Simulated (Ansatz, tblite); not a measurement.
**The cluster K₃O+: one state, many levels**

One table from this session's results is given with a row withheld; the runs are named, their logs left out.

Program: Ansatz 0.2.0, Gaussian basis. Level of theory: as each input shows. These are calculated values, not measurements.

Plan: GFN1-xTB, GFN2-xTB, PBE-D4/def2-TZVP, r2SCAN-D4/def2-TZVP, PBE-QIDH/def2-TZVP, B2PLYP/def2-TZVP, LDA/def2-TZVP, BLYP-D4/def2-TZVP, ωB97M-V/def2-TZVP, PBE+5HF/def2-TZVP, PBE+10HF/def2-TZVP, PBE+15HF/def2-TZVP, PBE+35HF/def2-TZVP, PBE+50HF/def2-TZVP, PBE-D4/def2-SVP, PBE0-D4/def2-SVP, HF/STO-3G, CCSD(T)/def2-TZVPP, MP2/def2-TZVP, RPA/def2-TZVP.

1 further run of the same task is left out (set aside as unsound or not needed). Runs told in other sessions of the task aren't counted.

## The geometry

The geometry is that of the singlet, from an earlier relaxation (r2SCAN-D4/def2-TZVP). At that level it is the lowest of the isomers that a small search found.

4 atoms, charge 1, spin multiplicity 1.

Bond lengths: K1–O4 2.361 Å, K2–O4 2.361 Å, K3–O4 2.361 Å. Angles: K1–O4–K2 120.0°, K1–O4–K3 120.0°, K2–O4–K3 120.0°.

The ion is computed in the gas phase, without counter-ions or solvent.

PBE0-D4/def2-TZVP was run before; its log isn't repeated, and its numbers join the tables.

Set-up of the first run:

Tight binding, by tblite at 300 K electronic temperature and without a spin-polarisation term:

```python
tblite.interface.Calculator('GFN1-xTB', numbers, positions, charge=1, uhf=0).singlepoint()
```

Tight binding, by tblite at 300 K electronic temperature and without a spin-polarisation term:

```python
tblite.interface.Calculator('GFN2-xTB', numbers, positions, charge=1, uhf=0).singlepoint()
```

start.molden holds the orbitals of an earlier run on this state, given as this run's starting guess.

Input file in.yaml:

```yaml
crystal:
  periodic: [false, false, false]
  atoms:
    - {symbol: K, position_ang: [-1.722892, 1.597231, 0.228666]}
    - {symbol: K, position_ang: [-0.401688, -2.257527, 0.561317]}
    - {symbol: K, position_ang: [2.124904, 0.660734, -0.788335]}
    - {symbol: O, position_ang: [-0.000314, -0.000438, -0.001658]}
basis:
  gaussian: {orbitals: def2-TZVP, initial_orbitals: start.molden}
total_charge: 1
hamiltonian: {xc: pbe, dispersion: d4}
scf: {omitted_lower_state_checks: [starts]}
output: {orbitals: {seedname: orbitals}}
```

Command:

```console
$ ansatz run in.yaml --threads 4 --pin off --events-out ev --progress --plain --max-ram 3916MiB
```

Steps of the session up to this table: PBE-D4/def2-TZVP; r2SCAN-D4/def2-TZVP; PBE-QIDH/def2-TZVP; B2PLYP/def2-TZVP; LDA/def2-TZVP; BLYP-D4/def2-TZVP; ωB97M-V/def2-TZVP; PBE+5HF/def2-TZVP; PBE+10HF/def2-TZVP; PBE+15HF/def2-TZVP; PBE+35HF/def2-TZVP; PBE+50HF/def2-TZVP; PBE-D4/def2-SVP; PBE0-D4/def2-SVP; HF/STO-3G; CCSD(T)/def2-TZVPP; MP2/def2-TZVP; RPA/def2-TZVP.

One table of the session follows, with a row left open; its other results are not shown here.

| level | HOMO (eV) | LUMO (eV) | gap (eV) |
| --- | --- | --- | --- |
| HF/STO-3G | -7.15 | 0.93 | 8.08 |
| LDA/def2-TZVP | -6.48 | -4.47 | 2.01 |
| PBE-D4/def2-SVP | -6.20 | -4.54 | 1.66 |
| PBE-D4/def2-TZVP | -6.26 | -4.46 | 1.80 |
| BLYP-D4/def2-TZVP | -6.20 | -4.49 | 1.70 |
| r2SCAN-D4/def2-TZVP | ? | ? | ? |
| PBE0-D4/def2-SVP | -7.16 | -3.91 | 3.25 |
| PBE0-D4/def2-TZVP | -7.27 | -3.84 | 3.43 |
| ωB97M-V/def2-TZVP | -9.58 | -3.12 | 6.46 |
| PBE+5HF/def2-TZVP | -6.45 | -4.33 | 2.12 |
| PBE+10HF/def2-TZVP | -6.65 | -4.20 | 2.44 |
| PBE+15HF/def2-TZVP | -6.85 | -4.08 | 2.77 |
| PBE+35HF/def2-TZVP | -7.70 | -3.61 | 4.09 |
| PBE+50HF/def2-TZVP | -8.38 | -3.28 | 5.10 |

**Question.** Estimate the row for r2SCAN-D4/def2-TZVP.

The run gave: HOMO (eV): -6.19; LUMO (eV): -3.78; gap (eV): 2.41. In the column «HOMO (eV)» it is the highest.
